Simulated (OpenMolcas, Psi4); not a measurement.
The same job for Psi4

This OpenMolcas 26.06 job computes doublet [PF3]−:

test.input:
```
>>> EXPORT MOLCAS_PRINT=2

&GATEWAY
 BASLIB = $CurrDir
 COORD
 4
 angstrom
 F        0.834400      -0.663200       0.874500
 P       -0.297500       0.314600       0.392300
 F       -1.061900      -0.696500      -0.536900
 F        0.525000       1.045200      -0.730000
 BASIS = 6-311pGss
 GROUP = NoSym

&SEWARD
 GRIDINPUT
 Grid=UltraFine
 End of Grid

&SCF
 UHF
 CHARGE = -1
 SPIN = 2
 KSDFT = PBE
 THRESHOLDS = 1e-10 1e-07 1e-07 1e-05
 PRORBITALS = 1
```

```bash
$ export MOLCAS_MEM=1860
$ pymolcas test.input > test.log
```

(Basis files named in the input come from the Basis Set Exchange and aren't shown.)

Geometry: relaxed at PBE0-D4/def2-TZVP. That shape belongs to the parent species and isn't relaxed for this state.

The HOMO lies above zero, from self-interaction, a short basis or an unbound electron.

It gives a total energy of -640.598979 Eh.

Question: Write the same calculation for Psi4 1.11 as a QCSchema file, asking for the gradient.

Answer: This input was run:

input.json:
```json
{
  "schema_name": "qcschema_input",
  "schema_version": 1,
  "molecule": {
    "schema_name": "qcschema_molecule",
    "schema_version": 2,
    "symbols": ["F", "P", "F", "F"],
    "geometry": [1.57678748, -1.25326637, 1.6525655, -0.56219352, 0.59450784, 0.74133956, -2.00670017, -1.31619425, -1.01459396, 0.99210622, 1.97514175, -1.37950007],
    "molecular_charge": -1,
    "molecular_multiplicity": 2,
    "fix_symmetry": "c1"
  },
  "driver": "gradient",
  "model": {
    "method": "pbe",
    "basis": "6-311+G**"
  },
  "keywords": {
    "reference": "uks",
    "puream": true,
    "e_convergence": 1e-09,
    "d_convergence": 1e-08,
    "scf_type": "pk",
    "dft_radial_points": 99,
    "dft_spherical_points": 590,
    "maxiter": 100
  }
}
```

```bash
$ psi4 --qcschema input.json -n 1 --memory 1600MB
```

Its energy is -640.598980 Eh, the same as the first but for the last digit, at most.
